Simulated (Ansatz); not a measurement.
# CH₂Al+ (triplet): wave-function methods side by side, cc-pVTZ

One table from this session's results is given with a row withheld; the runs are named, their logs left out.

The runs use Ansatz 0.2.0, Gaussian basis; cc-pVTZ, core rule «outside noble gas», up to 6 orbitals frozen.

To be run: UHF; CCSD(T) on ROHF; CCSD(T) on UHF; BCCD(T) on ROHF; CCSDT(Q) on ROHF; CCSDT(Q) on UHF.

10 further runs of the same task are left out: 5 for a known fault of the program, 5 set aside as unsound or not needed.

## The geometry

The geometry is a PBE0/def2-TZVP stationary point (not a proven minimum) of the parent state, kept for this charge and spin.

4 atoms, charge 1, spin multiplicity 3.

Atoms are counted from 1 here; the program's logs count them from 0.

Bond lengths: Al1–C2 1.971 Å, C2–H3 1.094 Å, C2–H4 1.094 Å. Angles: Al1–C2–H3 125.0°, Al1–C2–H4 125.0°, H3–C2–H4 109.9°.

The first run:

Input file in.yaml:

```yaml
crystal:
  periodic: [false, false, false]
  atoms:
    - {symbol: Al, position_ang: [0.000000, 0.000000, 0.704959]}
    - {symbol: C, position_ang: [0.000000, 0.000000, -1.265754]}
    - {symbol: H, position_ang: [0.000000, -0.896128, -1.894102]}
    - {symbol: H, position_ang: [0.000000, 0.896128, -1.894102]}
basis:
  gaussian: {orbitals: cc-pVTZ}
total_charge: 1
magnetization: {spin_polarized: true, initial_magnetization: 2}
hamiltonian: {xc: hf}
output: {orbitals: {seedname: orbitals}}
```

The run is started by

```
> ansatz run in.yaml --threads 1 --pin off --events-out ev --progress --plain --max-ram 2816MiB --backend cpu
```

Among the steps run: UHF; CCSD(T) on ROHF; CCSD(T) on UHF; BCCD(T) on ROHF; CCSDT(Q) on ROHF; CCSDT(Q) on UHF.

One of the session's tables, all rows but one given; the rest of the session is left out.

| method | from UCCSDT(Q) (kcal/mol) |
| --- | --- |
| ROHF | +130.32 |
| UHF | +125.57 |
| RMP2 | ? |
| UMP2 | +20.10 |
| RCCSD | +5.52 |
| UCCSD | +5.23 |
| RCCSD(T) | +0.78 |
| UCCSD(T) | +0.77 |
| BCCD(T) | +0.80 |
| RCCSDT | +0.28 |
| UCCSDT | +0.22 |
| RCCSDT(Q) | +0.06 |
| UCCSDT(Q) | 0 |

Q: Estimate the row for RMP2 from the others.

**Answer.** from UCCSDT(Q) (kcal/mol): +19.36. In the column «from UCCSDT(Q) (kcal/mol)» it lies between RCCSD (+5.52) and UMP2 (+20.10).

To keep in mind: Restricted and unrestricted rows rest on different reference determinants; where their highest levels disagree by more than a few hundredths of an eV, they describe different states and don't form one ladder.
